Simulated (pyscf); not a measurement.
Optimised with ωB97X-D3(BJ)/def2-SVP in PySCF. Correlated levels are frozen-core, on RHF or UHF. ΔMP2 is the change of the MP2 total energy from the triple- to the quadruple-zeta basis.

**Question.** PBE/def2-TZVP puts the barrier of `[OH][SiH3]` + `[BH2][NH2]` → `[BH2][O][SiH3]` + `[NH3]` (four-centre exchange; singlet surface; H–O, B–N broken, B–O, H–N formed) at 8.9 kcal/mol and the reaction energy at +3.1 kcal/mol, from the separated reactants. What do B3LYP-D3(BJ)/def2-TZVP, ωB97M-D3(BJ)/def2-TZVP, CCSD(T)/def2-TZVPP + ΔMP2(QZVPP) give on the same structures?

**Answer.** B3LYP-D3(BJ): ΔE‡ = 12.5 kcal/mol, ΔE = +1.3 kcal/mol; ωB97M-D3(BJ): ΔE‡ = 11.7 kcal/mol, ΔE = +1.8 kcal/mol; CCSD(T): ΔE‡ = 12.5 kcal/mol, ΔE = +1.1 kcal/mol. PBE's barrier lies under all of them, by 2.8 to 3.6 kcal/mol. Its reaction energy lies over all of them, by 1.3 to 2.0 kcal/mol. Low barriers are usual for a GGA, whose delocalisation error favours stretched bonds. On the product side the descent ends in an adduct with a B–N contact, 18.5 kcal/mol under the separated species and 28.6 kcal/mol under the saddle at ωB97X-D3(BJ)/def2-TZVP. What is counted as broken (B–N) persists as a longer contact in the product adduct; parting that adduct is a step of its own. The reactants may also form a dative adduct at H₂B–NH₂; it and routes through it were not searched. This is the saddle that the search found; another between the same sides may lie lower. The CCSD(T) − MP2 part came from Ansatz, without density fitting, on the same reference.
